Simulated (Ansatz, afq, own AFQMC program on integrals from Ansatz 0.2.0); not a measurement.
AFQMC on a folder of integrals that Ansatz 0.2.0 wrote.

```yaml
crystal:
  periodic: [false, false, false]
  atoms:
    - {symbol: N, position_ang: [-2.753214, 0.822740, 0.973031]}
    - {symbol: H, position_ang: [-2.766597, 1.323910, 1.861077]}
    - {symbol: H, position_ang: [-3.372367, 0.023540, 1.106951]}
    - {symbol: H, position_ang: [-3.239472, 1.431061, 0.314630]}
basis:
  gaussian: {orbitals: def2-SVP}
magnetization: {spin_polarized: false}
correlation: {method: ccsd_t, electrons: outside_noble_gas, hamiltonian_folder: ham}
```

```sh
$ ansatz run in.yaml --threads 1 --pin off --events-out ev --progress --plain --max-ram 16896MiB --backend cuda --devices 0, --max-vram 18GiB
```

Options of the walk:

```
--method free --trial cisd --walkers 4000 --time-step 0.03 --max-blocks 4000 --target-error 0.0002 --factor-cut 1e-05 --seed 5666 --times 0,0.3,0.6,1.2,1.8,2.4,3.6,4.8,6 --taylor-order 8
```

Times are imaginary, in 1/Eh. The walk had a cap of 61 s.

afq prints:

```
orbitals 28  electrons 4 4  factors 216 of 302
reference energy -56.14831121 Eh
CCSD correlation -0.20307053 Eh in 9 cycles, weight of the determinant in the CISD state 0.9370
repeat  energy at the last time / Eh  error
    10  -56.355628  0.000262
    20  -56.355662  0.000161
    30  -56.355675  0.000126
time / (1/Eh)  energy / Eh  error  mean overlap
  0.00  -56.351380  0.000058  1.0672
  0.30  -56.354848  0.000043  1.0661
  0.60  -56.355623  0.000040  1.0637
  1.20  -56.355835  0.000044  1.0668
  1.80  -56.355917  0.000043  1.0656
  2.40  -56.355952  0.000041  1.0631
  3.60  -56.355903  0.000060  1.0694
  4.80  -56.355639  0.000083  1.0847
  6.00  -56.355627  0.000130  1.0834
energy -56.355627 +/- 0.000130 Eh
```

The run passed its tests (error under three times the target), which doesn't prove that it has relaxed.

Against this walk (error 3.5 meV) on the same determinant: CCSD(T) 9.2 meV higher, CCSDT(Q) 7.1 meV lower (within the noise), CCSDTQ 6.6 meV lower (within the noise). The error is statistical, and a free projection of finite length keeps a remainder of its start. The last points scatter (meV from the last: -7.9 ± 1.2 at 1.80, -8.8 ± 1.1 at 2.40, -7.5 ± 1.6 at 3.60, -0.3 ± 2.2 at 4.80, 0 ± 4 at 6.00); the last is the one printed as the energy, and the gaps above move with that scatter.

Cautions: remainder of the start not in the error.

The walk took 10 s on 1 × NVIDIA H100 80GB HBM3 with 2 threads of AMD EPYC 7R13 Processor (Zen 3), on a shared host (the card was shared). The log's last line is the free-projection energy.

CCSDT and higher add their correlation energy to the determinant of the CCSD(T) run, since their own runs factorise the integrals more tightly (a shift of under 2 meV).
